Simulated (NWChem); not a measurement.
# acetonitrile (C2H3N); SMILES CC#N

Results from NWChem. Pople sets run with spherical d functions. Each level has its own optimisation; frequencies are unscaled.

| level | r C–C (Å) | r C–H (Å) | r C–N (Å) | highest harmonic frequency (cm⁻¹) | lowest (cm⁻¹) | zero-point energy (kcal/mol) | dipole (D) |
|---|---|---|---|---|---|---|---|
| Hartree-Fock/6-31G* | 1.467 | 1.082 | 1.135 | 3315 | 426 | 30.7 | 4.04 |
| LDA (Slater exchange, VWN5)/def2-SVP | [?] | [?] | 1.165 | [?] | 386 | [?] | 3.82 |
| PBE0/def2-SVP | 1.453 | 1.099 | 1.157 | 3180 | 387 | 28.5 | 3.83 |

### Question
Fill in the missing entries.

### Answer

- LDA (Slater exchange, VWN5)/def2-SVP, r C–C (Å): 1.440
- LDA (Slater exchange, VWN5)/def2-SVP, r C–H (Å): 1.110
- LDA (Slater exchange, VWN5)/def2-SVP, highest harmonic frequency (cm⁻¹): 3077
- LDA (Slater exchange, VWN5)/def2-SVP, zero-point energy (kcal/mol): 27.5
